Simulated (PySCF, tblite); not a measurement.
**C₂NO₂−, a complex of two parts as drawn: NMR shifts, interaction energy, infrared bands, spin-spin couplings and core binding energies**

An exercise on one series of results from a longer session: the logs are not shown, and one member is left open.

Computed with tblite 0.8.0 and PySCF 2.14.0; each step states its level. No surroundings beyond the atoms listed, unless a continuum is named. Atoms count from 0, parts from 1.

### Starting point

5 atoms, charge -1, multiplicity 1; geometry: rigid parts in contact. Parts: 1 = atoms 0–2, `O=C=O`, charge 0; 2 = atoms 3–4, `[C-]#N`, charge -1.

The first run:

What the job is given:

```
{"job": {"kind": "dock", "xc": "GFN2-xTB", "basis": "xTB"}, "charge": -1, "multiplicity": 1, "parts": [{"atoms": "0-2", "charge": 0, "multiplicity": 1}, {"atoms": "3-4", "charge": -1, "multiplicity": 1}]}
O      1.050280     0.452471    -0.010943
C     -0.000014    -0.000006     0.000000
O     -1.050266    -0.452465     0.010943
C     -1.390877     2.564757    -0.759319
N     -1.219356     3.482682    -0.005453
```

With the program's defaults for keys left out, this is: GFN2-xTB search for minima from random contacts, gas phase.

The run is started by

```console
> OMP_NUM_THREADS=1 python cluster_run.py task.json out
```

One launch serves the whole session: the jobs run in the order shown.

Steps of the session up to this table: Docking the parts with GFN2-xTB; Geometry optimisation at PBE0-D3(BJ)/def2-TZVPD; Shielding tensors: PBE0/aug-pcSseg-2; Coupled-cluster interaction energy: CCSD(T) and MP2.

One table of the session follows, with a row left open; its other results are not shown here.

It belongs to the step «Coupled-cluster interaction energy: CCSD(T) and MP2». 

```
                 method  interaction energy (kcal/mol)
         HF/aug-cc-pVDZ                         -69.23
        MP2/aug-cc-pVDZ                              ?
       CCSD/aug-cc-pVDZ                         -58.40
    CCSD(T)/aug-cc-pVDZ                         -54.72
         HF/aug-cc-pVQZ                         -70.17
        MP2/aug-cc-pVQZ                         -61.90
    SCS-MP2/aug-cc-pVQZ                         -60.28
      MP2, extrapolated                         -63.20
CCSD(T), limit estimate                         -62.95
```

Estimate the missing values for MP2/aug-cc-pVDZ.

As computed: interaction energy (kcal/mol): -54.98. In the column «interaction energy (kcal/mol)» it lies between CCSD/aug-cc-pVDZ (-58.40) and CCSD(T)/aug-cc-pVDZ (-54.72).

At this geometry C1 and C3 of different parts are bonded (1.53 Å), so this energy is mostly that of cutting a chemical bond between strained fragments, not an intermolecular interaction.

To keep in mind: The interaction energy leaves out the deformation of the parts, 43.95 kcal/mol at MP2. So large a deformation means that a part is far from its own minimum, so a sum across the two methods would be rough. The parts are strongly deformed in the cluster, so the interaction energy holds bonds cut by the partition and is not to be read as the attraction of intact molecules.
